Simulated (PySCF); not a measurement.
# How the method changes the constants of NaCl⁻

State: ²Σ⁺ (doublet), unpaired electrons σ ↑. Set-up: basis Na def2-SVPD, Cl def2-SVPD; no relativity; PySCF 2.14. De refers to Na + Cl⁻ in their ground configurations, without counterpoise correction. The functionals are run spin-unrestricted. A positive dipole points towards Cl; it is taken about the centre of mass and depends on that origin.

| Level | Re (Å) | ωe (cm⁻¹) | De (eV) | μ (D) |
| --- | --- | --- | --- | --- |
| UHF | 2.551 | 263 | n/a | 3.74 |
| UHF-MP2 | 2.561 | 257 | 1.28 | n/a |
| UHF-SCS-MP2 | 2.562 | 257 | 1.28 | n/a |
| UHF-CCSD | 2.559 | 258 | n/a | n/a |
| UHF-CCSD(T) | 2.563 | 256 | 1.30 | n/a |
| LDA | 2.486 | 273 | 1.33 | 2.97 |
| PBE | 2.541 | 255 | 1.23 | 3.18 |
| PW91 | 2.539 | 255 | 1.25 | 3.17 |
| r²SCAN | 2.527 | 267 | 1.32 | 3.33 |
| B3LYP | 2.542 | 254 | 1.15 | 2.96 |
| PBE0 | 2.524 | 264 | 1.27 | 3.36 |
| LC-ωPBE | 2.517 | 269 | 1.32 | 3.68 |

Task: Which functional lies closest to UHF-CCSD(T) in De, which farthest, and by how much do they differ from it?

Result: Closest is r²SCAN (-3.6 pm in Re, +4.3 % in ωe, +0.02 eV in De against UHF-CCSD(T) in the same basis), farthest B3LYP (-2.1 pm in Re, -0.8 % in ωe, -0.15 eV in De). CCSD(T) converges more slowly with the basis than the functionals do and binds too weakly in this one, so the order can change at the basis-set limit.

Task: What does second-order correlation do here, going from UHF to UHF-MP2?

Result: UHF-MP2 less UHF: +1.0 pm in Re, -2.3 % in ωe. Correlation nearly always deepens the well. The bond lengthens, as in strong covalent bonds, where excitations into antibonding orbitals dominate.

Task: What does the triples do here, going from UHF-CCSD to UHF-CCSD(T)?

Result: UHF-CCSD(T) less UHF-CCSD: +0.4 pm in Re, -0.8 % in ωe. Correlation nearly always deepens the well. The bond lengthens, as in strong covalent bonds, where excitations into antibonding orbitals dominate.

Correlated steps freeze 6 core orbitals. Correlated levels converge slowly with the basis: in double zeta they bind strong bonds too weakly, by up to about 1 eV, and carry superposition errors of some tenths. For an ion De counts to the pair picked by the measured ionisation energies or electron affinities, which need not be the lowest pair at this level. The highest Kohn–Sham level is positive in this anion. Much of that is self-interaction error, but it also means that the finite basis helps to hold the extra electron. The state was picked by a PBE0 search and need not be the measured ground state.

The whole job (state search and all levels along the bond) took about 1.6 min on 1 thread of Arm Neoverse V1 (shared host), peak memory 0.51 GiB.
